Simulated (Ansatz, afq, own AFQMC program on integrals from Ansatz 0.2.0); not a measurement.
# Pt, triplet in def2-SVP, levels against CCSDTQ

A free Pt atom.

Basis def2-SVP with its core potentials. Noble-gas cores (and the filled d shells of Ga–Kr and In–Xe) are frozen. Ansatz 0.2.0 and our own AFQMC program on the same integrals; the CISD trial comes from CCSD amplitudes, and released means the phaseless constraint is let go. Error bars are statistical, one sigma. No spin–orbit coupling. The metal's outer-core s and p shells are frozen, which shifts wave-function levels against functionals.

Determinant: UHF, the one that the program's search chose, which needn't be the lowest solution.

No full CI on the walks' own integrals is used here; CCSDTQ serves as the reference and is uncertain by about the last step of the cluster series.

Cautions: no spin-orbit coupling; outer-core shells of the metal frozen; the released energies have errors that jump between times, so the bars are unsure, so no released level is given (meV from the phaseless value at times in 1/Eh: -8.4 ± 1.4 at 0.60, -10.7 ± 2.0 at 1.20, -13.3 ± 1.9 at 2.00, -17 ± 3 at 3.00, -11 ± 5 at 4.20), though the last usable value meets CCSDTQ within the noise.

- T1 diagnostic: 0.0133
- weight of the determinant in the CISD state: 0.934
- ⟨S²⟩ of the determinant: 2.003
- size of the correlated space: 10 electrons in 28 orbitals

```
  level  correlation energy (eV)
    MP2                  -5.4726
   CCSD                  -5.3676
CCSD(T)                  -5.4663
```

Q: Estimate where phaseless AFQMC with the Hartree–Fock trial lies against CCSD(T) on the same integrals.

A: 5.9 ± 1.6 kJ/mol above CCSD(T).

Reference: CCSDTQ, correlation energy -5.474 eV.

```tsv
level	E − E(reference) (kJ/mol)	share of correlation (%)
CCSD(T)	0.7	99.87
CCSDT	0.5	99.90
CCSDT(Q)	0.1	99.98
ph-AFQMC/HF	6.6 ± 1.6	98.76
ph-AFQMC/CISD	1.3 ± 0.2	99.75
```

CCSDT and higher add their correlation energy to the determinant of the CCSD(T) run, since their own runs factorise the integrals more tightly (a shift of under 2 meV). A walk keeps the symmetry of its determinant, which the program's search chose and which needn't be the lowest solution, so a lower state of the same spin and another symmetry isn't excluded.
